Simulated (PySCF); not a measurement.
Compound: piperazine, C4H10N2.
Atom-mapped SMILES: `[CH2:1]1[CH2:2][NH:3][CH2:4][CH2:5][NH:6]1` (hydrogens: H7, H8 on C1; H9, H10 on C2; H11 on N3; H12, H13 on C4; H14, H15 on C5; H16 on N6)

The same species was optimised twice, with GFN2-xTB and with PBE0-D3(BJ)/def2-SVP (PySCF), and the same property calculations (PySCF, gas phase) were run on both structures.

| coordinate | GFN2-xTB | PBE0-D3(BJ)/def2-SVP | change |
| --- | --- | --- | --- |
| C1–C2 (Å) | 1.538 | 1.529 | -0.009 |
| C4–C5 (Å) | 1.537 | 1.529 | -0.008 |
| C1–N6 (Å) | 1.456 | 1.452 | -0.004 |
| N3–C4 (Å) | 1.456 | 1.452 | -0.004 |
| C5–N6 (Å) | 1.456 | 1.453 | -0.003 |
| C2–N3 (Å) | 1.456 | 1.453 | -0.003 |
| C2–N3–C4 (°) | 110.8 | 111.9 | +1.1 |
| C1–N6–C5 (°) | 110.8 | 111.9 | +1.1 |
| C2–C1–N6 (°) | 112.2 | 113.0 | +0.8 |
| N3–C4–C5 (°) | 112.2 | 113.0 | +0.8 |
| C4–C5–N6 (°) | 112.2 | 113.0 | +0.8 |
| C1–C2–N3 (°) | 112.3 | 113.0 | +0.7 |

Rotational constants: A = 4767, B = 4540, C = 2661 MHz (GFN2-xTB) against A = 4730, B = 4547, C = 2638 MHz (PBE0-D3(BJ)/def2-SVP). Point groups within 0.08 Å: C2h and C2h.

On the GFN2-xTB structure: lowest singlet, TDDFT (eV) 5.82 [wB97X-D/def2-SVPD]; lowest triplet, Tamm–Dancoff (eV) 5.72 [wB97X-D/def2-SVPD]; isotropic polarisability (au) 62.4 [wB97X-D/def2-SVPD]; HOMO (eV) -7.57 [wB97X-D/def2-SVPD]; LUMO (eV) 2.44 [wB97X-D/def2-SVPD]; HOMO (eV) -5.59 [PBE0/pcSseg-1]; LUMO (eV) 1.50 [PBE0/pcSseg-1]; GIAO shielding of C1/C2/C4/C5 (mean) (ppm) 132.9 [PBE0/pcSseg-1]; GIAO shielding of N3/N6 (mean) (ppm) 210.6 [PBE0/pcSseg-1].

Q: What do these properties become on the PBE0-D3(BJ)/def2-SVP structure?

A: 
| property | level | on GFN2-xTB | on PBE0-D3(BJ)/def2-SVP | change |
| --- | --- | --- | --- | --- |
| lowest singlet, TDDFT (eV) | wB97X-D/def2-SVPD | 5.82 | 5.82 | 0.00 |
| lowest triplet, Tamm–Dancoff (eV) | wB97X-D/def2-SVPD | 5.72 | 5.71 | -0.01 |
| isotropic polarisability (au) | wB97X-D/def2-SVPD | 62.4 | 63.3 | +0.9 |
| HOMO (eV) | wB97X-D/def2-SVPD | -7.57 | -7.60 | -0.03 |
| LUMO (eV) | wB97X-D/def2-SVPD | 2.44 | 2.41 | -0.03 |
| energy, GFN2-xTB geometry as zero (kcal/mol) | wB97X-D/def2-SVPD | 0.0 | -0.8 | -0.8 |
| HOMO (eV) | PBE0/pcSseg-1 | -5.59 | -5.62 | -0.03 |
| LUMO (eV) | PBE0/pcSseg-1 | 1.50 | 1.45 | -0.05 |
| energy, GFN2-xTB geometry as zero (kcal/mol) | PBE0/pcSseg-1 | 0.0 | -0.6 | -0.6 |
| GIAO shielding of C1/C2/C4/C5 (mean) (ppm) | PBE0/pcSseg-1 | 132.9 | 133.7 | +0.8 |
| GIAO shielding of N3/N6 (mean) (ppm) | PBE0/pcSseg-1 | 210.6 | 215.0 | +4.4 |

The heavy atoms differ by 0.014 Å rms after alignment. Among bonds between heavy atoms C1–C2 and C4–C5 change most and about equally (-0.009 to -0.008 Å). Changes are differences of the printed values. Neither structure is proved a minimum here.

Note: wB97X-D ran without an empirical dispersion term, which enters the total energy and its gradient alone.
